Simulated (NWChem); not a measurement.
# H2P− (phosphanide), run twice

Aim: a structure relaxation of H2P− (phosphanide) at TPSSh/STO-3G.

The results are computed with NWChem 7.3.0.

**1. The system as given**

H2P− has 3 atoms, charge -1, and is taken as a singlet. As SMILES, `[PH2-]`. The shape was changed from the relaxed one by the stated rule. The run starts from this shape.

Bond lengths: P1–H2 1.397 Å, P1–H3 1.240 Å. Angles: H2–P1–H3 88.3°.

**2. Try one**

File h2p.nw:

```
start h2p
title "H2P"
memory total 2200 mb
charge -1

geometry units atomic noautosym
P    0.87789117  -0.56935369   0.57890626
H    0.19732520   1.97131883   0.35833554
H   -1.00850904  -1.11410693  -0.69935740
end

basis
P library STO-3G
H library STO-3G
end

dft
xc xctpssh
mult 1
grid medium
convergence energy 1e-07
iterations 5
print low
end

driver
loose
maxiter 30
end

task dft optimize
```

Launch:

```console
$ nwchem h2p.nw > h2p.out
```

Output:

```text
Northwest Computational Chemistry Package (NWChem) 7.3.0
             --------------------------------------------------------

           Job information
           ---------------

    nwchem branch   = 7.3.0
    use scalapack   = T
    input           = h2p.nw
    prefix          = h2p.
    data base       = ./h2p.db
    status          = startup
    nproc           =        1

           Memory information
           ------------------

    heap     =     72089596 doubles =      550.0 Mbytes
    stack    =     72089601 doubles =      550.0 Mbytes
    global   =    144179200 doubles =     1100.0 Mbytes (distinct from heap & stack)
    total    =    288358397 doubles =     2200.0 Mbytes
    verify   = yes
    hardfail = no

           Directory information
           ---------------------

  0 permanent = .
  0 scratch   = .

[... 31 lines left out ...]
            Nuclear Dipole moment (a.u.)
[... 115 lines left out ...]
            Nuclear Dipole moment (a.u.)
[... 18 lines left out ...]
   convergence    iter        energy       DeltaE   RMS-Dens  Diis-err    time
[... 7 lines left out ...]
      Calculation failed to converge
      ------------------------------

         Total DFT energy =     -338.431713347682
      One electron energy =     -503.291762191661
           Coulomb energy =      177.149247367641
    Exchange-Corr. energy =      -24.662009357252
 Nuclear repulsion energy =       12.372810833591

 Numeric. integr. density =       18.000005132368

     Total iterative time =      0.3s

 ------------------------------------------------------------------------
 driver: task_gradient failed                   0
 ------------------------------------------------------------------------
 ------------------------------------------------------------------------
  current input line :
    31: task dft optimize
 ------------------------------------------------------------------------
 ------------------------------------------------------------------------
 There is an error related to the specified geometry
 ------------------------------------------------------------------------

0:driver: task_gradient failed:Received an Error in Communication
  Errorcode: -1
```

Run time: 0.88 s. Hardware: 1 thread of Intel Xeon Platinum 8488C (Sapphire Rapids), shared host; peak memory 0.11 GiB.

**3. Reading the log**

The iterations ended before the threshold was met.

The log says `There is an error related to the specified geometry`. The cause is that the iteration cap is too low for convergence. To mend it: SCF iteration cap at its default in place of 5.

**4. Try two**

File h2p.nw:

```
start h2p
memory stack 880 mb heap 220 mb global 1100 mb
charge -1

geometry units au noautosym
  P   0.87789117 -0.56935369  0.57890626
  H   0.19732520  1.97131883  0.35833554
  H  -1.00850904 -1.11410693 -0.69935740
end

basis
  * library STO-3G
end

dft
  xc xctpssh
  grid medium
  convergence energy 1e-07
  noprint "final vectors analysis"
end

driver
  loose
  maxiter 50
end

task dft optimize
```

Launch:

```console
$ nwchem h2p.nw > h2p.out
```

Output:

```text
Northwest Computational Chemistry Package (NWChem) 7.3.0
             --------------------------------------------------------

           Job information
           ---------------

    nwchem branch   = 7.3.0
    use scalapack   = T
    input           = h2p.nw
    prefix          = h2p.
    data base       = ./h2p.db
    status          = startup
    nproc           =        1

           Memory information
           ------------------

    heap     =     28835834 doubles =      220.0 Mbytes
    stack    =    115343359 doubles =      880.0 Mbytes
    global   =    144179200 doubles =     1100.0 Mbytes (distinct from heap & stack)
    total    =    288358393 doubles =     2200.0 Mbytes
    verify   = yes
    hardfail = no

           Directory information
           ---------------------

  0 permanent = .
  0 scratch   = .

[... 253 lines left out ...]
   convergence    iter        energy       DeltaE   RMS-Dens  Diis-err    time
[... 190 lines left out ...]
          Spatial weights used:  Erf1
[... 163 lines left out ...]
          Spatial weights used:  Erf1
[... 190 lines left out ...]
     step= 1.00 grad=-1.6D-03 hess= 6.3D-04 energy=   -338.453350 mode=downhill
[... 174 lines left out ...]
          Convergence on gradient requested:  5.00D-04
[... 182 lines left out ...]
 Nuclear repulsion energy =       11.343880610901
[... 200 lines left out ...]
          Convergence on density requested:  1.00D-05
[... 179 lines left out ...]
    Exchange-Corr. energy =      -24.611489219369
[... 219 lines left out ...]
                Final and change from initial internal coordinates
[... 24 lines left out ...]
 ==============================================================================
                                 internuclear angles
 ------------------------------------------------------------------------------
        center 1       |       center 2       |       center 3       |  degrees
 ------------------------------------------------------------------------------
    2 H                |   1 P                |   3 H                |    89.33
 ------------------------------------------------------------------------------
                            number of included internuclear angles:          1
 ==============================================================================

 Task  times  cpu:        2.0s     wall:        2.0s
 Total times  cpu:        2.1s     wall:        2.1s
```

Run time: 2.6 s. Hardware: 1 thread of Intel Xeon Platinum 8488C (Sapphire Rapids), shared host; peak memory 0.11 GiB.

Step by step:

```csv
step,energy from the first frame kept (eV),largest force (eV/Å)
0,0.0000,6.9688
1,-0.5627,1.3356
2,-0.5902,0.2052
3,-0.5920,0.0327
4,-0.5920,0.0090
```

After the run. Bond lengths: P1–H2 1.433 Å, P1–H3 1.432 Å. Angles: H2–P1–H3 89.3°.

**5. What came out**

Level: TPSSh/STO-3G.

| quantity | value |
| --- | --- |
| total energy at the end | -338.45347 Eh |

In words: The optimisation took 5 steps and changed the energy by -0.592 eV.
